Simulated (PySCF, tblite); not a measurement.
# C₃H₂O: vibronic structure

Aim: compute the vibronic structure of C₃H₂O (`O=c1cc1`).

Programs: tblite 0.8.0 and PySCF 2.14.0, with routines of our own; each step states its level. All values are computed. Atoms count from 0.

## (1) The starting structure

6 atoms, charge 0, multiplicity 1; geometry from: force field or distance geometry start.

## (2) Geometry optimisation with GFN2-xTB

Job settings and geometry (Å):

```
{"job": {"kind": "relax", "xc": "GFN2-xTB", "basis": "xTB"}, "charge": 0, "multiplicity": 1}
O      1.979100    -0.273500     0.067300
C      0.810000    -0.107600     0.017400
C     -0.498300    -0.601900    -0.029700
C     -0.329600     0.720100    -0.008600
H     -1.186600    -1.404500    -0.067600
H     -0.771500     1.669500    -0.000300
```

Started as:

```
$ OMP_NUM_THREADS=1 python excited_run.py task.json out
```

This one command runs all jobs of the session in turn.

The program printed:

```text
step      E/eV     max force
  0    -309.96652    1.580
  1    -309.98925    1.608
  2    -310.01526    0.834
  3    -310.01598    0.721
  4    -310.02104    0.123
  5    -310.02164    0.108
  6    -310.02370    0.156
  7    -310.02466    0.126
  8    -310.02520    0.047
  9    -310.02531    0.036
 10    -310.02537    0.032
 11    -310.02541    0.020
 12    -310.02542    0.006
```

Run time: 0.02 s. Hardware: 1 thread of Arm Neoverse V2, shared host.

Relaxation path:

```tsv
step	energy from step 0 (eV)	largest force (eV/Å)
0	0.0000	1.5802
1	-0.0227	1.6079
2	-0.0487	0.8343
3	-0.0495	0.7208
4	-0.0545	0.1226
5	-0.0551	0.1079
6	-0.0572	0.1559
7	-0.0581	0.1264
8	-0.0587	0.0471
9	-0.0588	0.0361
10	-0.0589	0.0322
11	-0.0589	0.0203
12	-0.0589	0.0062
```

Distances of close pairs at the start and the end, largest changes first:

```tsv
bond	before (Å)	after (Å)	change (Å)
C1–C2	1.399	1.431	+0.032
C1–C3	1.409	1.431	+0.023
C3–H5	1.047	1.067	+0.020
C2–C3	1.333	1.349	+0.016
C2–H4	1.058	1.068	+0.010
O0–C1	1.182	1.189	+0.008
```

The end geometry stands in the next job.

## (3) Infrared spectrum with GFN2-xTB

Job settings and geometry (Å):

```
{"job": {"kind": "ir", "xc": "GFN2-xTB", "basis": "xTB"}, "charge": 0, "multiplicity": 1}
O      2.018723    -0.273985     0.064438
C      0.840768    -0.113796     0.024307
C     -0.499742    -0.612313    -0.031861
C     -0.319116     0.724268    -0.003269
H     -1.226229    -1.393559    -0.069659
H     -0.811283     1.671376    -0.005530
```

The program printed:

```text
mode    cm-1     km/mol
  1     476.5      1.55
  2     499.1     20.59
  3     721.2     72.70
  4     766.1     22.89
  5     809.4      0.00
  6     876.1      1.74
  7    1013.3      0.02
  8    1045.7      9.40
  9    1594.6     44.11
 10    2077.9    821.14
 11    3161.1      6.78
 12    3177.2      0.03
```

Wall time 0.04 s (1 thread of Arm Neoverse V2, shared host).

The strongest bands and the atoms that carry them (share of the mass-weighted mode):

```tsv
cm⁻¹	km/mol	atoms
499	20.6	C1 42 %, O0 27 %, C2 10 %, C3 10 %
721	72.7	H5 32 %, H4 31 %, C1 17 %
766	22.9	H5 26 %, H4 26 %, C1 25 %, C2 12 %
876	1.7	H5 40 %, H4 40 %, O0 11 %
1046	9.4	C2 31 %, C3 31 %, H4 15 %, H5 14 %
1595	44.1	C2 43 %, C3 43 %
2078	821.1	C1 70 %, O0 22 %
3161	6.8	H4 51 %, H5 42 %
```

## (4) Vibronic structure: TDDFT PBE0/cc-pVDZ

Settings changed since step 3:

```diff
@@ -1,2 +1,2 @@
-{"job": {"kind": "ir", "xc": "GFN2-xTB", "basis": "xTB"}, "charge": 0, "multiplicity": 1}
+{"job": {"kind": "vib", "xc": "PBE0", "basis": "cc-pVDZ", "tda": false}, "charge": 0, "multiplicity": 1}
 O      2.018723    -0.273985     0.064438
```

Level: TDDFT PBE0/cc-pVDZ vertical-gradient vibronic structure (displaced harmonic oscillators, Condon), gas phase.

The program printed:

```text
final grid: 25664 points
cycle   1  E = -190.3211311470  dE =  9.074e-01  |g| = 7.494e-01  |ddm| = 4.983e+00
cycle   2  E = -189.8593358788  dE =  4.618e-01  |g| = 1.678e+00  |ddm| = 3.168e+00
cycle   3  E = -190.4382576583  dE = -5.789e-01  |g| = 8.959e-02  |ddm| = 2.185e+00
cycle   4  E = -190.4400528777  dE = -1.795e-03  |g| = 4.002e-02  |ddm| = 2.448e-01
cycle   5  E = -190.4404738217  dE = -4.209e-04  |g| = 3.582e-03  |ddm| = 7.432e-02
cycle   6  E = -190.4404764257  dE = -2.604e-06  |g| = 1.271e-03  |ddm| = 6.274e-03
cycle   7  E = -190.4404767403  dE = -3.146e-07  |g| = 4.964e-04  |ddm| = 2.414e-03
cycle   8  E = -190.4404768080  dE = -6.779e-08  |g| = 4.795e-05  |ddm| = 9.965e-04
cycle   9  E = -190.4404768085  dE = -4.169e-10  |g| = 3.769e-05  |ddm| = 1.220e-04
cycle  10  E = -190.4404768088  dE = -3.554e-10  |g| = 6.945e-06  |ddm| = 5.790e-05
converged SCF energy = -190.4404768088

Singlet excitations (eV, f): 4.139 (0.0008)  5.797 (0.0000)  6.610 (0.0311)  7.713 (0.0000)  7.913 (0.1090)  8.289 (0.0163)

State S1  4.1385 eV  f = 0.00081  H->L 0.99
  relaxed dipole 0.928 D, largest gradient of the excitation energy 0.0697 Eh/bohr
  mode    cm-1        S   lambda/meV  Raman
    6    876.1    3.3606     365.0   1.000
    9   1594.6    0.4111      81.3   0.405
   12   3177.2    0.0306      12.1   0.120
    7   1013.3    0.0927      11.6   0.037
   10   2077.9    0.0168       4.3   0.028
  reorganisation energy 0.4744 eV, total S 3.912, 0-0 3.6641 eV
  absorption maximum 3.988 eV, width 0.454 eV

State S3  6.6097 eV  f = 0.03111  H-1->L 0.92
  relaxed dipole 0.621 D, largest gradient of the excitation energy 0.2089 Eh/bohr
  mode    cm-1        S   lambda/meV  Raman
    9   1594.6    2.8002     553.6   1.000
   10   2077.9    1.1696     301.3   0.709
    6    876.1    1.2900     140.1   0.139
    7   1013.3    0.2925      36.8   0.042
   12   3177.2    0.0088       3.5   0.012
  reorganisation energy 1.0353 eV, total S 5.561, 0-0 5.5744 eV
  absorption maximum 6.539 eV, width 1.109 eV

State S5  7.9129 eV  f = 0.10905  H->L+2 0.93
  relaxed dipole 2.936 D, largest gradient of the excitation energy 0.0470 Eh/bohr
  mode    cm-1        S   lambda/meV  Raman
   12   3177.2    0.4241     167.1   1.000
    6    876.1    0.1041      11.3   0.019
   10   2077.9    0.0414      10.7   0.042
    7   1013.3    0.0259       3.3   0.006
    9   1594.6    0.0103       2.0   0.006
  reorganisation energy 0.1948 eV, total S 0.607, 0-0 7.7181 eV
  absorption maximum 7.718 eV, width 0.038 eV

State T1  3.6511 eV  f = 0.00000  H->L 0.98
  relaxed dipole 1.011 D, largest gradient of the excitation energy 0.0726 Eh/bohr
  mode    cm-1        S   lambda/meV  Raman
    6    876.1    2.9224     317.4   1.000
    9   1594.6    0.3773      74.6   0.428
   12   3177.2    0.0360      14.2   0.162
    7   1013.3    0.0916      11.5   0.042
  reorganisation energy 0.4187 eV, total S 3.431, 0-0 3.2324 eV
  absorption maximum 3.556 eV, width 0.448 eV
```

Wall time 3 s (1 thread of Arm Neoverse V2, shared host).

## (5) Vibronic structure: TDDFT OLYP/6-311+G**

Settings changed since step 4:

```diff
@@ -1,2 +1,2 @@
-{"job": {"kind": "vib", "xc": "PBE0", "basis": "cc-pVDZ", "tda": false}, "charge": 0, "multiplicity": 1}
+{"job": {"kind": "vib", "xc": "OLYP", "basis": "6-311+G**", "tda": false, "temperature": 10, "nstates": 10, "grid": 3, "nbright": 3}, "charge": 0, "multiplicity": 1}
 O      2.018723    -0.273985     0.064438
```

With the program's defaults for keys left out, this is: TDDFT OLYP/6-311+G** vertical-gradient vibronic structure (displaced harmonic oscillators, Condon), gas phase.

The program printed:

```text
coarse grid: 5584 points
cycle   1  E = -190.5103069310  dE =  7.981e-01  |g| = 8.245e-01  |ddm| = 2.345e+00
cycle   2  E = -187.6614720213  dE =  2.849e+00  |g| = 2.928e+00  |ddm| = 3.695e+00
cycle   3  E = -190.5802895541  dE = -2.919e+00  |g| = 5.018e-01  |ddm| = 4.048e+00
cycle   4  E = -190.6429193628  dE = -6.263e-02  |g| = 1.783e-01  |ddm| = 8.240e-01
cycle   5  E = -190.6482088121  dE = -5.289e-03  |g| = 8.275e-02  |ddm| = 3.145e-01
cycle   6  E = -190.6497844337  dE = -1.576e-03  |g| = 1.545e-02  |ddm| = 3.544e-01
cycle   7  E = -190.6498524733  dE = -6.804e-05  |g| = 1.198e-03  |ddm| = 7.936e-02
cycle   8  E = -190.6498527958  dE = -3.225e-07  |g| = 5.612e-04  |ddm| = 4.155e-03
final grid: 76056 points
cycle   9  E = -190.6522076157  dE = -1.869e-05  |g| = 1.804e-02  |ddm| = 7.307e-02
cycle  10  E = -190.6517794154  dE =  4.282e-04  |g| = 5.014e-02  |ddm| = 1.130e-01
cycle  11  E = -190.6522640468  dE = -4.846e-04  |g| = 2.100e-03  |ddm| = 1.005e-01
cycle  12  E = -190.6522649259  dE = -8.791e-07  |g| = 9.837e-04  |ddm| = 1.196e-02
cycle  13  E = -190.6522651552  dE = -2.293e-07  |g| = 2.789e-04  |ddm| = 2.514e-03
cycle  14  E = -190.6522651734  dE = -1.825e-08  |g| = 9.771e-05  |ddm| = 6.898e-04
cycle  15  E = -190.6522651756  dE = -2.208e-09  |g| = 2.488e-05  |ddm| = 1.181e-04
cycle  16  E = -190.6522651758  dE = -1.714e-10  |g| = 2.301e-06  |ddm| = 3.383e-05
converged SCF energy = -190.6522651758

Singlet excitations (eV, f): 3.423 (0.0001)  4.867 (0.0205)  5.386 (0.0147)  5.416 (0.0000)  5.739 (0.0017)  5.882 (0.0272)  6.434 (0.0000)  6.602 (0.0105)  6.829 (0.0068)  6.900 (0.0569)

State S1  3.4229 eV  f = 0.00012  H->L 1.00
  relaxed dipole 0.641 D, largest gradient of the excitation energy 0.0960 Eh/bohr
  mode    cm-1        S   lambda/meV  Raman
    6    876.1    3.2053     348.2   1.000
    9   1594.6    0.4163      82.3   0.430
   10   2077.9    0.2164      55.8   0.380
   12   3177.2    0.0321      12.6   0.132
    7   1013.3    0.0384       4.8   0.016
  reorganisation energy 0.5037 eV, total S 3.909, 0-0 2.9192 eV
  absorption maximum 3.243 eV, width 0.452 eV

State S2  4.8675 eV  f = 0.02046  H->L+1 0.99
  relaxed dipole 7.204 D, largest gradient of the excitation energy 0.0362 Eh/bohr
  mode    cm-1        S   lambda/meV  Raman
    6    876.1    0.5048      54.8   1.000
    9   1594.6    0.1075      21.3   0.706
    7   1013.3    0.1027      12.9   0.272
   10   2077.9    0.0494      12.7   0.551
  reorganisation energy 0.1020 eV, total S 0.765, 0-0 4.7655 eV
  absorption maximum 4.766 eV, width 0.138 eV

State S6  5.8817 eV  f = 0.02723  H-1->L 0.85
  relaxed dipole 0.832 D, largest gradient of the excitation energy 0.2338 Eh/bohr
  mode    cm-1        S   lambda/meV  Raman
   10   2077.9    1.6189     417.1   1.000
    9   1594.6    1.8388     363.5   0.669
    6    876.1    1.5722     170.8   0.173
    7   1013.3    0.0933      11.7   0.014
   12   3177.2    0.0134       5.3   0.019
  reorganisation energy 0.9684 eV, total S 5.137, 0-0 4.9133 eV
  absorption maximum 5.680 eV, width 0.991 eV

State S10  6.9002 eV  f = 0.05693  H->L+7 0.99
  relaxed dipole 1.136 D, largest gradient of the excitation energy 0.0254 Eh/bohr
  mode    cm-1        S   lambda/meV  Raman
    6    876.1    0.8064      87.6   1.000
    9   1594.6    0.0677      13.4   0.278
    7   1013.3    0.0626       7.9   0.104
   10   2077.9    0.0132       3.4   0.092
  reorganisation energy 0.1127 eV, total S 0.951, 0-0 6.7875 eV
  absorption maximum 6.788 eV, width 0.144 eV

State T1  3.0794 eV  f = 0.00000  H->L 1.00
  relaxed dipole 0.749 D, largest gradient of the excitation energy 0.0670 Eh/bohr
  mode    cm-1        S   lambda/meV  Raman
    6    876.1    2.8796     312.8   1.000
    9   1594.6    0.3977      78.6   0.458
   10   2077.9    0.0834      21.5   0.163
   12   3177.2    0.0368      14.5   0.168
    7   1013.3    0.0352       4.4   0.016
  reorganisation energy 0.4319 eV, total S 3.433, 0-0 2.6475 eV
  absorption maximum 2.972 eV, width 0.448 eV
```

Run time: 14 s. Hardware: 1 thread of Arm Neoverse V2, shared host.

## (6) Vibronic structure: TDDFT PBE0/cc-pVDZ

Job settings and geometry (Å):

```
{"job": {"kind": "vib", "xc": "PBE0", "basis": "cc-pVDZ", "tda": false, "nbright": 1}, "charge": 0, "multiplicity": 1}
O      2.018723    -0.273985     0.064438
C      0.840768    -0.113796     0.024307
C     -0.499742    -0.612313    -0.031861
C     -0.319116     0.724268    -0.003269
H     -1.226229    -1.393559    -0.069659
H     -0.811283     1.671376    -0.005530
```

With the program's defaults for keys left out, this is: TDDFT PBE0/cc-pVDZ vertical-gradient vibronic structure (displaced harmonic oscillators, Condon), gas phase.

The program printed:

```text
final grid: 25664 points
cycle   1  E = -190.3211311470  dE =  9.074e-01  |g| = 7.494e-01  |ddm| = 4.983e+00
cycle   2  E = -189.8593358788  dE =  4.618e-01  |g| = 1.678e+00  |ddm| = 3.168e+00
cycle   3  E = -190.4382576583  dE = -5.789e-01  |g| = 8.959e-02  |ddm| = 2.185e+00
cycle   4  E = -190.4400528777  dE = -1.795e-03  |g| = 4.002e-02  |ddm| = 2.448e-01
cycle   5  E = -190.4404738217  dE = -4.209e-04  |g| = 3.582e-03  |ddm| = 7.432e-02
cycle   6  E = -190.4404764257  dE = -2.604e-06  |g| = 1.271e-03  |ddm| = 6.274e-03
cycle   7  E = -190.4404767403  dE = -3.146e-07  |g| = 4.964e-04  |ddm| = 2.414e-03
cycle   8  E = -190.4404768080  dE = -6.779e-08  |g| = 4.795e-05  |ddm| = 9.965e-04
cycle   9  E = -190.4404768085  dE = -4.169e-10  |g| = 3.769e-05  |ddm| = 1.220e-04
cycle  10  E = -190.4404768088  dE = -3.554e-10  |g| = 6.945e-06  |ddm| = 5.790e-05
converged SCF energy = -190.4404768088

Singlet excitations (eV, f): 4.139 (0.0008)  5.797 (0.0000)  6.610 (0.0311)  7.713 (0.0000)  7.913 (0.1090)  8.289 (0.0163)

State S1  4.1385 eV  f = 0.00081  H->L 0.99
  relaxed dipole 0.928 D, largest gradient of the excitation energy 0.0697 Eh/bohr
  mode    cm-1        S   lambda/meV  Raman
    6    876.1    3.3605     365.0   1.000
    9   1594.6    0.4111      81.3   0.405
   12   3177.2    0.0306      12.1   0.120
    7   1013.3    0.0927      11.6   0.037
   10   2077.9    0.0168       4.3   0.028
  reorganisation energy 0.4744 eV, total S 3.912, 0-0 3.6641 eV
  absorption maximum 3.988 eV, width 0.454 eV

State S5  7.9129 eV  f = 0.10905  H->L+2 0.93
  relaxed dipole 2.936 D, largest gradient of the excitation energy 0.0470 Eh/bohr
  mode    cm-1        S   lambda/meV  Raman
   12   3177.2    0.4241     167.1   1.000
    6    876.1    0.1042      11.3   0.019
   10   2077.9    0.0414      10.7   0.042
    7   1013.3    0.0259       3.3   0.006
    9   1594.6    0.0103       2.0   0.006
  reorganisation energy 0.1948 eV, total S 0.607, 0-0 7.7181 eV
  absorption maximum 7.718 eV, width 0.038 eV

State T1  3.6511 eV  f = 0.00000  H->L 0.98
  relaxed dipole 1.011 D, largest gradient of the excitation energy 0.0726 Eh/bohr
  mode    cm-1        S   lambda/meV  Raman
    6    876.1    2.9224     317.4   1.000
    9   1594.6    0.3773      74.6   0.428
   12   3177.2    0.0360      14.2   0.162
    7   1013.3    0.0916      11.5   0.042
  reorganisation energy 0.4187 eV, total S 3.431, 0-0 3.2324 eV
  absorption maximum 3.556 eV, width 0.448 eV
```

It took 2.7 s on 1 thread of Arm Neoverse V2, shared host.

## (7) Results

| quantity | value |
| --- | --- |
| strongest single infrared mode (GFN2-xTB) | 2078 cm⁻¹, 821 km/mol |
| zero-point energy (GFN2-xTB) | 23.2 kcal/mol |
| S1: vertical, reorganisation, 0-0, total S (step 4, TDDFT PBE0/cc-pVDZ, modes from GFN2-xTB) | 4.14, 0.47, 3.66 eV; 3.9 |
| S3: vertical, reorganisation, 0-0, total S (step 4, TDDFT PBE0/cc-pVDZ, modes from GFN2-xTB) | 6.61, 1.04, 5.57 eV; 5.6 |
| S5: vertical, reorganisation, 0-0, total S (step 4, TDDFT PBE0/cc-pVDZ, modes from GFN2-xTB) | 7.91, 0.19, 7.72 eV; 0.6 |
| S1: vertical, reorganisation, 0-0, total S (step 5, TDDFT OLYP/6-311+G**, modes from GFN2-xTB) | 3.42, 0.50, 2.92 eV; 3.9 |
| S2: vertical, reorganisation, 0-0, total S (step 5, TDDFT OLYP/6-311+G**, modes from GFN2-xTB) | 4.87, 0.10, 4.77 eV; 0.8 |
| S6: vertical, reorganisation, 0-0, total S (step 5, TDDFT OLYP/6-311+G**, modes from GFN2-xTB) | 5.88, 0.97, 4.91 eV; 5.1 |
| S1: vertical, reorganisation, 0-0, total S (step 6, TDDFT PBE0/cc-pVDZ, modes from GFN2-xTB) | 4.14, 0.47, 3.66 eV; 3.9 |
| S5: vertical, reorganisation, 0-0, total S (step 6, TDDFT PBE0/cc-pVDZ, modes from GFN2-xTB) | 7.91, 0.19, 7.72 eV; 0.6 |
| T1: vertical, reorganisation, 0-0, total S (step 6, TDA PBE0/cc-pVDZ, modes from GFN2-xTB) | 3.65, 0.42, 3.23 eV; 3.4 |

All 12 modes are real, so the xTB geometry is a minimum. The strongest single mode, at 2078 cm⁻¹, moves mainly C1. Unscaled tight-binding wavenumbers are off by several per cent, some by more. Its intensities can rank the bands wrongly. The vibronic model keeps the ground-state modes (from xTB) and shifts them along the gradient alone, so it can miss much of the relaxation that a full optimisation finds.
